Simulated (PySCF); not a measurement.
Symmetry of computed structures. Method used: PBE0/pcSseg-1 in PySCF (dipole) on a GFN2-xTB geometry, gas phase. The symmetry is that of the one conformer found, every atom within 0.08 Å of its image; none is proved a minimum here.

Question: What symmetry has `FCF`?

Answer: C2v; near-prolate asymmetric top; symmetry number 2; 4 operations, which sort the 5 atoms into 3 sets; dipole 1.95 D, along b, the twofold axis; A, B, C = 49689, 10815, 9445 MHz.

Question: `[CH2:1]1[CH2:2][CH2:3][CH2:4]1`: symmetry, top, dipole?

Answer: D2d; oblate symmetric top; symmetry number 4; 8 operations, which sort the 12 atoms into 3 sets; dipole forbidden by symmetry (computed 0.00 D); A, B, C = 10858, 10856, 6322 MHz; heavy atoms equivalent by symmetry: C1/C2/C3/C4.

Question: `[CH2:1]=[CH:2][S:3](=[O:4])(=[O:5])[CH:6]=[CH2:7]` with C1–C2–S3–O4 135°, C2–S3–C6–C7 -110°: symmetry, top, dipole?

Answer: C2; asymmetric top; symmetry number 2; 2 operations, which sort the 13 atoms into 7 sets; this conformer is chiral (no improper operation); dipole 4.63 D, along b, the twofold axis; A, B, C = 3662, 1817, 1653 MHz.
